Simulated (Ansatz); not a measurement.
The first iterations of a band of AlH4N + H2 (8 atoms, charge 0, multiplicity 1).

All numbers below come from RKS PBE/def2-SVPD in Ansatz.

```json
{
  "movable images": "7",
  "climbing image": "yes",
  "spring": "5.0 eV/Å²",
  "optimiser": "quadratic models (default)",
  "start path": "straight line",
  "force threshold": "0.03 eV/Å",
  "iteration limit": "60",
  "end points": "relaxed"
}
```

Image 0:

```xyz
8
Properties=species:S:1:pos:R:3
Al 0.002 -0.098 0.369
N 0.048 -0.465 2.129
H -0.767 -0.688 2.700
H 0.895 -0.499 2.696
H 1.392 0.161 -0.369
H -1.413 -0.159 -0.363
H -0.298 2.539 0.281
H -0.276 2.332 1.023
```

Image 8:

```xyz
8
Properties=species:S:1:pos:R:3
Al -0.008 0.424 -0.036
N -0.091 0.359 2.057
H -0.261 -0.595 2.399
H 0.787 0.684 2.480
H 1.249 -0.562 -0.266
H -1.481 -0.151 -0.363
H 0.237 2.008 -0.228
H -0.846 0.954 2.423
```

| iteration | highest image above the first end (eV) | largest band force component (eV/Å) |
| --- | --- | --- |
| 1 | 3.450 | 7.879 |
| 2 | 1.719 | 3.329 |
| 3 | 1.113 | 2.601 |
| 4 | 0.924 | 9.224 |
| 5 | 0.597 | 4.419 |

Does the band converge within its limit, and where does its top end?

The forces met the threshold. It ended after 15 iterations with the highest image 0.643 eV above the first end. Another band between the same ends (7 images) ends at a top of the same energy, where a vibrational analysis finds 1 clearly imaginary mode. The orbitals stay closed-shell, which can raise the energy where a bond breaks towards radicals; this wasn't checked here.

The run took 100 s on 2 threads of Arm Neoverse V2 (shared host), peak memory 0.14 GiB.
